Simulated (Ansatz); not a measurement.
# Al2HCl (triplet): from Hartree-Fock to the top rungs, cc-pVDZ

How much of the correlation energy of Al2HCl (triplet) does each wave-function method recover here?

Program: Ansatz 0.2.0, Gaussian basis. Level of theory: cc-pVDZ, correlated electrons: outside noble gas. These are calculated values, not measurements.

The runs, in order: UHF; CCSD(T) on ROHF; CCSD(T) on UHF; BCCD(T) on ROHF; CISD; CCSDT(Q) on ROHF; CCSDT(Q) on UHF; CASSCF and NEVPT2, 10 electrons in 10 orbitals.

### 1 The geometry

The geometry is a PBE0/def2-TZVP stationary point (not a proven minimum) of the parent state, kept for this charge and spin.

4 atoms, charge 0, spin multiplicity 3.

Atoms are counted from 1 here; the program's logs count them from 0.

Bond lengths: Al1–Al2 2.660 Å, Al1–H4 1.822 Å, Al2–Cl3 2.128 Å, Al2–H4 1.926 Å. Angles: Al2–Al1–H4 46.4°, Al1–Al2–Cl3 147.9°, Al1–Al2–H4 43.2°, Cl3–Al2–H4 104.7°, Al1–H4–Al2 90.4°.

Coordinates:

```csv
atom,x (Å),y (Å),z (Å)
Al1,0.0000,0.1663,2.5928
Al2,0.0000,-0.4686,0.0098
Cl3,0.0000,0.1975,-2.0108
H4,0.0000,1.1475,1.0581
```

In the tables R marks a restricted open-shell determinant and U an unrestricted one; 'frontier' is the active space of 10 electrons in 10 orbitals; correlation energies count from the lowest restricted Hartree-Fock solution.

### 2 UHF

File in.yaml:

```yaml
crystal:
  periodic: [false, false, false]
  atoms:
    - {symbol: Al, position_ang: [0.000000, 0.166286, 2.592835]}
    - {symbol: Al, position_ang: [0.000000, -0.468616, 0.009808]}
    - {symbol: Cl, position_ang: [0.000000, 0.197465, -2.010827]}
    - {symbol: H, position_ang: [0.000000, 1.147488, 1.058134]}
basis:
  gaussian: {orbitals: cc-pVDZ}
magnetization: {spin_polarized: true, initial_magnetization: 2}
hamiltonian: {xc: hf}
output: {orbitals: {seedname: orbitals}}
```

Command:

```console
$ ansatz run in.yaml --threads 1 --pin off --events-out ev --progress --plain --max-ram 2393MiB
```

Further steps of the session: CCSD(T) on ROHF; CCSD(T) on UHF; BCCD(T) on ROHF; CISD; CCSDT(Q) on ROHF; CCSDT(Q) on UHF; CASSCF and NEVPT2, 10 electrons in 10 orbitals.

**Question.** What will the summary of the whole plan be? Wanted: correlation energy, UCCSDT(Q); RMP2 from UCCSDT(Q); UMP2 from UCCSDT(Q); RCCSD from UCCSDT(Q); RCCSD(T) from UCCSDT(Q); UCCSD(T) from UCCSDT(Q); RCCSDT(Q) from UCCSDT(Q); NEVPT2 frontier from UCCSDT(Q); T1 diagnostic.

As calculated:

```
                                      quantity                      value
                 correlation energy, UCCSDT(Q)                 -7.6038 eV
                           RMP2 from UCCSDT(Q)                +1342.3 meV
                           UMP2 from UCCSDT(Q)                +1360.4 meV
                          RCCSD from UCCSDT(Q)                 +292.3 meV
                       RCCSD(T) from UCCSDT(Q)                  +72.4 meV
                       UCCSD(T) from UCCSDT(Q)                  +71.2 meV
                      RCCSDT(Q) from UCCSDT(Q)                   +1.7 meV
                NEVPT2 frontier from UCCSDT(Q)                +1185.8 meV
levels of the table within 1 kcal/mol (43 meV)  RCCSDT, UCCSDT, RCCSDT(Q)
                                 T1 diagnostic                      0.031
```

**Reading.** RCCSD(T) misses by +72.4 meV, 1.0 % of the correlation energy. These misses are within one basis, not against nature; the frozen cores of restricted and unrestricted runs differ, which can shift their rows.
